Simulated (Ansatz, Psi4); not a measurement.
## C3H6O (oxetane): from total energies to a heat of formation

The species is C3H6O (10 atoms), meant as a singlet with charge 0. SMILES: `C1COC1`. The coordinates come from a PBE0-D4/def2-TZVP relaxation.

Total energies at CCSD/6-31G* (spherical functions), 4 core orbitals frozen (Psi4 1.11); the atoms run unrestricted:

| species | state | energy (Eh) |
| --- | --- | --- |
| C3H6O | singlet | -192.502588 |
| C | triplet | -37.750357 |
| O | triplet | -74.893910 |
| H | doublet | -0.498233 |

Harmonic wavenumbers at PBE0-D4/def2-TZVP, in cm⁻¹: 44, 767, 815, 838, 959, 965, 1076, 1077, 1153, 1170, 1200, 1236, 1265, 1318, 1383, 1487, 1511, 1540, 3031, 3041, 3076, 3077, 3102, 3158.

Measured heats of formation of the gaseous atoms at 298.15 K, in kJ/mol: C 716.9, O 249.2, H 218.0. Spin-orbit lowering of the atoms at 298 K (mean of the ground term's levels less their thermal mean, from spectra), in kJ/mol: C 0.02, O 0.40. Take 1 Eh = 2625.50 kJ/mol, 1 cm⁻¹ = 0.0119627 kJ/mol, RT = 2.479 kJ/mol.

**Question.** Work out the heat of formation of the gas at 298 K.

**Answer.** 
1. Electronic atomisation energy: 3 × (-37.750357) + (-74.893910) + 6 × (-0.498233) − (-192.502588) = 1.368209 Eh = 3592.2 kJ/mol.
2. Zero-point energy: half the sum of the wavenumbers, 19144.5 cm⁻¹ = 229.0 kJ/mol.
3. Thermal vibrational enthalpy, Σ hcν̃/(exp(hcν̃/kT) − 1): 3.5 kJ/mol. Translation, rotation and pV of a non-linear molecule: 4 RT = 9.9 kJ/mol.
4. The 10 free atoms carry 5/2 RT each: 62.0 kJ/mol.
5. Spin-orbit coupling lowers the free atoms by 3 × 0.02 + 0.40 = 0.5 kJ/mol.
6. Atomisation enthalpy at 298 K: 3592.2 − 0.5 − 229.0 − 3.5 − 9.9 + 62.0 = 3411.3 kJ/mol.
7. Sum of the atoms' heats of formation: 3707.9 kJ/mol. Heat of formation: 3707.9 − 3411.3 = +296.6 kJ/mol.

The tabulated value is -80.5 kJ/mol (CRC Handbook of Chemistry and Physics), so this level is off by +377.1 kJ/mol, or 10.0 % of the atomisation enthalpy that the table implies (3788.3 kJ/mol). Coupled cluster needs large bases for atomisation: in a finite one the molecule is underbound. CCSD also lacks the triples, which bind further. A double-zeta basis underbinds. Anharmonicity and any spin-orbit splitting of the molecule are left out, and so is core correlation.
